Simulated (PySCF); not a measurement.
## First-order multiplets

Bonds (- single, = double, # triple, : aromatic): C1#C2 1.208 Å, C2-C3 1.466 Å, C3-F4 1.348 Å, C3-F5 1.348 Å. C1 carries H6; C3 carries H7.

Rapidly exchanging positions averaged, one conformer, gas phase, no relativistic terms. Geometry from PBE0-D3(BJ)/def2-SVP; spin–spin couplings from B3LYP/pcJ-1; PBE0/pcSseg-1 with gauge-including orbitals; PySCF.

Shifts are taken against calculated references (same method and geometry level): TMS for 1H (31.27 ppm); 19F (177.25 ppm) against CFCl3.

Spectrometer: 500 MHz for 1H. First-order analysis; couplings under 1 Hz (under 4 Hz in carbon signals) are ignored, and nearly equal couplings are merged; the smaller ones broaden or split the lines further.

Task: What pattern does H6 show (1H)?

Result: A triplet of doublets at δ 2.61: 6.7 Hz to F4/F5 (2 × 19F, 4 bonds away), 2.4 Hz to H7 (1 × 1H, 4 bonds away). Lines in Hz from the centre (relative intensity): +7.9 (1), +5.5 (1), +1.2 (2), -1.2 (2), -5.5 (1), -7.9 (1). The outer lines are 15.8 Hz apart, the sum of the couplings kept, or 0.032 ppm at this field.

Task: What pattern does F4/F5 show (19F)?

Result: A doublet of doublets at δ -125.3: 60.5 Hz to H7 (1 × 1H, 2 bonds away), 6.7 Hz to H6 (1 × 1H, 4 bonds away). Lines in Hz from the centre (relative intensity): +33.6 (1), +26.9 (1), -26.9 (1), -33.6 (1). The outer lines are 67.2 Hz apart, the sum of the couplings kept, or 0.143 ppm at this field.

Task: What pattern does H7 show (1H)?

Result: A triplet of doublets at δ 6.11: 60.5 Hz to F4/F5 (2 × 19F, 2 bonds away), 2.4 Hz to H6 (1 × 1H, 4 bonds away). Lines in Hz from the centre (relative intensity): +61.7 (1), +59.3 (1), +1.2 (2), -1.2 (2), -59.3 (1), -61.7 (1). The outer lines are 123.4 Hz apart, the sum of the couplings kept, or 0.247 ppm at this field.
